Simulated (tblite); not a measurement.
C4H7 (doublet state).
Numbering: `[CH:1]=[C:2]([CH3:3])[CH3:4]` (hydrogens: H5 on C1; H6, H7, H8 on C3; H9, H10, H11 on C4)

Structure optimised with GFN2-xTB, isolated species. This method treats the open shell by occupation alone, without spin polarisation.

(1) List the bond lengths and angles at this level.

Results:

(1) 
```csv
bond,length (pm),order
C1=C2,129.4,double
C2–C3,150.6,single
C2–C4,152.3,single
C1–H5,106.4,single
"C3–H6, C3–H7, C3–H8",108.8,single
"C4–H9, C4–H10, C4–H11",108.8,single
```

Bonds in one row agree within 1 pm and their mean is given. Orders are formal, as drawn. A selection of angles:
```csv
angle,degrees
C2–C1–H5,139.2
C1–C2–C3,123.2
C1–C2–C4,123.2
C3–C2–C4,113.6
C2–C3–H6,110.0
C2–C3–H8,110.8
H6–C3–H7,108.0
H6–C3–H8,108.9
C2–C4–H9,109.5
C2–C4–H10,111.1
H9–C4–H10,109.1
```

The 4 heavy atoms lie in one plane (0.000 Å rms). C2 (carbon bonded to 3 C) is planar (angles 123.2°, 123.2° and 113.6°, sum 360.0°, 0.00 Å off the plane of its three neighbours). The 3 C–C bonds span 1.294 Å (C1=C2, drawn double) to 1.523 Å (C2–C4, drawn single), a spread of 0.229 Å.

Point group: Cs (every atom within 0.08 Å of its image). Its GFN2-xTB frequencies are all real (lowest 109 cm⁻¹).

On an Arm Neoverse V1 with one thread, shared host, this took 0.3 s of wall time. That covers the optimisation of the geometry.

These are computed values.
